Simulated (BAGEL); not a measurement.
**C2H2Cl2F2 (1,1-dichloro-2,2-difluoroethane) at 3 levels**

Aim: a comparison of 3 runs (B3LYP/6-31G*, B3LYP/def2-SVP, PBE0/def2-SVP) of C2H2Cl2F2 (1,1-dichloro-2,2-difluoroethane). 

The calculation is run with BAGEL 1.2.2.

6 further runs of the same task are left out: 6 that didn't finish.

### Step 1. The system as given

The species is C2H2Cl2F2 (8 atoms), meant as a singlet with charge 0. SMILES: `FC(F)C(Cl)Cl`. The coordinates come from a PBE0-D4/def2-TZVP relaxation. This is one conformer, not always the lowest.

Bond lengths: F1–C2 1.348 Å, C2–F3 1.348 Å, C2–C4 1.524 Å, C4–Cl5 1.761 Å, C4–Cl6 1.761 Å, C2–H7 1.094 Å, C4–H8 1.089 Å. Some angles: F1–C2–F3 107.5°, F1–C2–C4 109.1°, F3–C2–C4 109.1°, C2–C4–Cl5 109.4°, C2–C4–Cl6 109.4°, Cl5–C4–Cl6 111.6°, F1–C2–H7 109.5°, F3–C2–H7 109.5°, C4–C2–H7 112.2°, C2–C4–H8 109.8°.

### Step 2. A single-point energy at B3LYP/6-31G(d) (density fitting with cc-pvqz-jkfit, spherical functions) (run 1)

The input, input.json:

```json
{ "bagel" : [

{
  "title" : "molecule",
  "basis" : "6-31gs.json",
  "df_basis" : "cc-pvqz-jkfit",
  "angstrom" : true,
  "geometry" : [
    { "atom" : "F", "xyz" : [    0.408370,   -1.137320,    1.314790 ] },
    { "atom" : "C", "xyz" : [    0.672870,   -0.311460,    0.282290 ] },
    { "atom" : "F", "xyz" : [    1.286580,   -1.040250,   -0.671770 ] },
    { "atom" : "C", "xyz" : [   -0.639670,    0.230610,   -0.271540 ] },
    { "atom" : "Cl", "xyz" : [   -0.309580,    1.248420,   -1.669870 ] },
    { "atom" : "Cl", "xyz" : [   -1.486960,    1.117430,    0.991650 ] },
    { "atom" : "H", "xyz" : [    1.340900,    0.487530,    0.616660 ] },
    { "atom" : "H", "xyz" : [   -1.272520,   -0.594960,   -0.592210 ] }
  ]
},
{ "title" : "ks", "xc_func" : "b3lyp" },
{ "title" : "print", "file" : "orbitals.molden", "orbitals" : true }

]}
```

The basis set 6-31G* is read from a file made from the Basis Set Exchange's data (not shown).

On the command line:

```console
BAGEL_NUM_THREADS=1 BAGEL input.json > input.out
```

The program printed:

```text
* using 1 threads per process

  ===============================================================
  ===============================================================

  *** Geometry ***

  { "atom" : "F", "xyz" : [      0.771707,     -2.149223,      2.484593 ] },
  { "atom" : "C", "xyz" : [      1.271540,     -0.588574,      0.533451 ] },
  { "atom" : "F", "xyz" : [      2.431284,     -1.965788,     -1.269461 ] },
  { "atom" : "C", "xyz" : [     -1.208801,      0.435790,     -0.513136 ] },
  { "atom" : "Cl", "xyz" : [     -0.585021,      2.359172,     -3.155597 ] },
  { "atom" : "Cl", "xyz" : [     -2.809947,      2.111637,      1.873947 ] },
  { "atom" : "H", "xyz" : [      2.533934,      0.921298,      1.165319 ] },
  { "atom" : "H", "xyz" : [     -2.404714,     -1.124311,     -1.119115 ] },

  Number of auxiliary basis functions:      822

  Since a DF basis is specified, we compute 2- and 3-index integrals:
    o Being stored without compression. Storage requirement is 0.061 GB

  Number of basis functions:       96
  Number of electrons      :       66

    * METHOD: MOLECULE                             2.16

  *** Kohn-Sham DFT ***

    * Removing 16815 points whose weight is below 1.00e-10
    * Grid points: 102433

  === Nuclear Repulsion ===
   380.4948853800

       - DIIS with orbital gradients will be used.

  === KS iteration (b3lyp / 6-31gs.json) ===
      0      -1166.40824868          0.13480444           1.17
      1      -1172.63167368          0.12156944           1.05
      2      -1130.96033667          0.22901622           0.97
      3      -1192.09325414          0.07519482           0.96
      4      -1187.35697468          0.09604478           0.95
      5      -1197.42674868          0.00645896           1.05
      6      -1197.45865785          0.00239752           1.05
      7      -1197.46343175          0.00125120           1.01
      8      -1197.46455808          0.00032153           0.91
      9      -1197.46463320          0.00006673           0.94
     10      -1197.46463796          0.00001296           0.90
     11      -1197.46463800          0.00001387           1.02
     12      -1197.46463812          0.00000286           1.01
     13      -1197.46463813          0.00000049           0.98
     14      -1197.46463813          0.00000024           1.01
     15      -1197.46463813          0.00000003           0.95
     16      -1197.46463813          0.00000001           0.98
    * SCF iteration converged.

    * Permanent dipole moment:
           (   -0.004631,     0.029149,    -0.000538) a.u.

    * METHOD: KS                                  18.27

    * METHOD: PRINT                                0.03

  ===============================================================
```

Run time: 21 s. Hardware: 1 thread of Intel Xeon Platinum 8259CL at 2.50GHz (Skylake/Cascade Lake), shared host; peak memory 0.54 GiB.

### Step 3. A single-point energy at B3LYP/def2-SVP (density fitting with cc-pvqz-jkfit) (run 2)

The input, calc.json:

```json
{ "bagel" : [

{
  "title" : "molecule",
  "basis" : "svp",
  "df_basis" : "cc-pvqz-jkfit",
  "angstrom" : true,
  "geometry" : [
    { "atom" : "F", "xyz" : [       0.408370,      -1.137320,       1.314790 ] },
    { "atom" : "C", "xyz" : [       0.672870,      -0.311460,       0.282290 ] },
    { "atom" : "F", "xyz" : [       1.286580,      -1.040250,      -0.671770 ] },
    { "atom" : "C", "xyz" : [      -0.639670,       0.230610,      -0.271540 ] },
    { "atom" : "Cl", "xyz" : [      -0.309580,       1.248420,      -1.669870 ] },
    { "atom" : "Cl", "xyz" : [      -1.486960,       1.117430,       0.991650 ] },
    { "atom" : "H", "xyz" : [       1.340900,       0.487530,       0.616660 ] },
    { "atom" : "H", "xyz" : [      -1.272520,      -0.594960,      -0.592210 ] }
  ]
},

{
  "title" : "ks",
  "xc_func" : "b3lyp"
},

{
  "title" : "print",
  "file" : "orbitals.molden",
  "orbitals" : true
}

]}
```

On the command line:

```console
BAGEL_NUM_THREADS=1 BAGEL calc.json > calc.out
```

The program printed:

```text
* using 1 threads per process

  ===============================================================
  ===============================================================

  *** Geometry ***

  { "atom" : "F", "xyz" : [      0.771707,     -2.149223,      2.484593 ] },
  { "atom" : "C", "xyz" : [      1.271540,     -0.588574,      0.533451 ] },
  { "atom" : "F", "xyz" : [      2.431284,     -1.965788,     -1.269461 ] },
  { "atom" : "C", "xyz" : [     -1.208801,      0.435790,     -0.513136 ] },
  { "atom" : "Cl", "xyz" : [     -0.585021,      2.359172,     -3.155597 ] },
  { "atom" : "Cl", "xyz" : [     -2.809947,      2.111637,      1.873947 ] },
  { "atom" : "H", "xyz" : [      2.533934,      0.921298,      1.165319 ] },
  { "atom" : "H", "xyz" : [     -2.404714,     -1.124311,     -1.119115 ] },

  Number of auxiliary basis functions:      822

  Since a DF basis is specified, we compute 2- and 3-index integrals:
    o Being stored without compression. Storage requirement is 0.068 GB

  Number of basis functions:      102
  Number of electrons      :       66

    * METHOD: MOLECULE                             1.24

  *** Kohn-Sham DFT ***

    * Removing 16815 points whose weight is below 1.00e-10
    * Grid points: 102433

  === Nuclear Repulsion ===
   380.4948853800

       - DIIS with orbital gradients will be used.

  === KS iteration (b3lyp / svp) ===
      0      -1164.97208960          0.12004230           1.08
      1      -1165.79659623          0.12109821           1.01
      2      -1079.58148756          0.14689811           1.00
      3      -1143.76451935          0.17846602           0.97
      4      -1194.20160170          0.05293133           0.99
      5      -1196.60193763          0.02541906           1.01
      6      -1196.93929151          0.01022285           1.08
      7      -1197.00056981          0.00346165           1.02
      8      -1197.01161748          0.00066828           1.02
      9      -1197.01203364          0.00019622           0.99
     10      -1197.01206644          0.00002351           1.03
     11      -1197.01206674          0.00001069           1.07
     12      -1197.01206681          0.00000576           1.05
     13      -1197.01206683          0.00000109           1.18
     14      -1197.01206683          0.00000023           1.21
     15      -1197.01206683          0.00000006           1.02
     16      -1197.01206683          0.00000003           1.00
     17      -1197.01206683          0.00000001           1.10
    * SCF iteration converged.

    * Permanent dipole moment:
           (    0.070895,    -0.120615,     0.025546) a.u.

    * METHOD: KS                                  20.04

    * METHOD: PRINT                                0.04

  ===============================================================
```

Wall time 22 s (1 thread of Intel Xeon Platinum 8259CL at 2.50GHz (Skylake/Cascade Lake), shared host); peak memory 0.56 GiB.

### Step 4. A single-point energy at PBE0/def2-SVP (density fitting with cc-pvqz-jkfit) (run 3)

The input, calc.json:

```json
{ "bagel": [

{
  "title": "molecule",
  "basis": "svp",
  "df_basis": "cc-pvqz-jkfit",
  "angstrom": "true",
  "geometry": [
    { "atom": "F", "xyz": [    0.408370,   -1.137320,    1.314790 ] },
    { "atom": "C", "xyz": [    0.672870,   -0.311460,    0.282290 ] },
    { "atom": "F", "xyz": [    1.286580,   -1.040250,   -0.671770 ] },
    { "atom": "C", "xyz": [   -0.639670,    0.230610,   -0.271540 ] },
    { "atom": "Cl", "xyz": [   -0.309580,    1.248420,   -1.669870 ] },
    { "atom": "Cl", "xyz": [   -1.486960,    1.117430,    0.991650 ] },
    { "atom": "H", "xyz": [    1.340900,    0.487530,    0.616660 ] },
    { "atom": "H", "xyz": [   -1.272520,   -0.594960,   -0.592210 ] }
  ]
},
{
  "title": "ks",
  "xc_func": "pbe0"
},
{
  "title": "print",
  "file": "orbitals.molden",
  "orbitals": "true"
}

]}
```

On the command line:

```console
BAGEL_NUM_THREADS=1 BAGEL calc.json > calc.out
```

The program printed:

```text
* using 1 threads per process

  ===============================================================
  ===============================================================

  *** Geometry ***

  { "atom" : "F", "xyz" : [      0.771707,     -2.149223,      2.484593 ] },
  { "atom" : "C", "xyz" : [      1.271540,     -0.588574,      0.533451 ] },
  { "atom" : "F", "xyz" : [      2.431284,     -1.965788,     -1.269461 ] },
  { "atom" : "C", "xyz" : [     -1.208801,      0.435790,     -0.513136 ] },
  { "atom" : "Cl", "xyz" : [     -0.585021,      2.359172,     -3.155597 ] },
  { "atom" : "Cl", "xyz" : [     -2.809947,      2.111637,      1.873947 ] },
  { "atom" : "H", "xyz" : [      2.533934,      0.921298,      1.165319 ] },
  { "atom" : "H", "xyz" : [     -2.404714,     -1.124311,     -1.119115 ] },

  Number of auxiliary basis functions:      822

  Since a DF basis is specified, we compute 2- and 3-index integrals:
    o Being stored without compression. Storage requirement is 0.068 GB

  Number of basis functions:      102
  Number of electrons      :       66

    * METHOD: MOLECULE                             1.22

  *** Kohn-Sham DFT ***

    * Removing 16815 points whose weight is below 1.00e-10
    * Grid points: 102433

  === Nuclear Repulsion ===
   380.4948853800

       - DIIS with orbital gradients will be used.

  === KS iteration (pbe0 / svp) ===
      0      -1164.39143657          0.11994698           1.03
      1      -1165.86667617          0.11938141           0.95
      2      -1079.68870713          0.14659746           1.04
      3      -1147.56450103          0.17460926           0.99
      4      -1194.00064457          0.04964944           0.98
      5      -1196.01862806          0.02430052           1.09
      6      -1196.32148449          0.01112376           1.33
      7      -1196.39230249          0.00450955           1.18
      8      -1196.41004778          0.00113263           1.03
      9      -1196.41147819          0.00025142           1.14
     10      -1196.41153506          0.00004053           1.14
     11      -1196.41153598          0.00001394           1.14
     12      -1196.41153607          0.00000766           1.03
     13      -1196.41153611          0.00000102           0.96
     14      -1196.41153611          0.00000059           1.10
     15      -1196.41153611          0.00000016           0.99
     16      -1196.41153611          0.00000004           0.96
     17      -1196.41153611          0.00000001           0.92
    * SCF iteration converged.

    * Permanent dipole moment:
           (    0.057569,    -0.103398,     0.020520) a.u.

    * METHOD: KS                                  20.02

    * METHOD: PRINT                                0.03

  ===============================================================
```

Run time: 22 s. Hardware: 1 thread of Intel Xeon Platinum 8259CL at 2.50GHz (Skylake/Cascade Lake), shared host; peak memory 0.56 GiB.

### Step 5. Overview of the runs

| run | level | energy (Eh) | dipole moment (D) | HOMO energy (eV) | LUMO energy (eV) | wall time |
| --- | --- | --- | --- | --- | --- | --- |
| 1 | B3LYP/6-31G* (density fitting with cc-pvqz-jkfit, spherical functions) | -1197.464638 | 0.08 | -8.71 | -0.37 | 21 s |
| 2 | B3LYP/def2-SVP (density fitting with cc-pvqz-jkfit) | -1197.012067 | 0.36 | -8.58 | 0.13 | 22 s |
| 3 | PBE0/def2-SVP (density fitting with cc-pvqz-jkfit) | -1196.411536 | 0.31 | -8.96 | 0.30 | 22 s |

### Step 6. Outcome

```
            quantity           value
 run 3: total energy  -1196.41154 Eh
run 3: dipole moment          0.31 D
  run 3: HOMO energy        -8.96 eV
  run 3: LUMO energy         0.30 eV
run 3: HOMO–LUMO gap         9.26 eV
```

**Reading.** The dipole moment (its size) runs from 0.08 D (B3LYP/6-31G*) to 0.36 D (B3LYP/def2-SVP). The two dipoles point in opposite directions. The HOMO–LUMO gap runs from 8.34 eV (B3LYP/6-31G*) to 9.26 eV (PBE0/def2-SVP). The two ends differ in method and basis. Totals of different functionals can't be ranked against each other. All runs together took 64 s, the longest 22 s.
